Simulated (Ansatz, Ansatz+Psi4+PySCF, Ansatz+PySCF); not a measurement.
```yaml
atoms:
  - { symbol: C, position_ang: [-0.0167, 0.0000, 0.0000] }
  - { symbol: C, position_ang: [1.1962, 0.0000, 0.0000] }
  - { symbol: H, position_ang: [-1.0249, 0.0000, 0.0000] }
```

Basis set: cc-pVTZ (spherical functions). Correlated methods keep 2 orbitals frozen. Correlation on ROHF uses semicanonical orbitals with singles. Charge 0, multiplicity 2.

Computed with Ansatz (development build ahead of 0.2.0); each method stands on the lowest determinant of its kind that the runs found.

(1) Give the atomization energy at this shape (free ground-state atoms in the same class of orbitals less the molecule, no zero-point energy) of doublet C2H by ROHF-CCSD(T), ROHF-MP2, UHF-MP2.

Answers

(1)

```json
{"method": "ROHF-CCSD(T)", "atomization energy": "1062.5 kJ/mol"}
{"method": "ROHF-MP2", "atomization energy": "1099.9 kJ/mol"}
{"method": "UHF-MP2", "atomization energy": "1046.2 kJ/mol"}
```

Caution for ROHF-MP2, UHF-MP2: forces differ strongly between restricted and unrestricted references. Caution for UHF-MP2: the unrestricted determinant is spin contaminated.
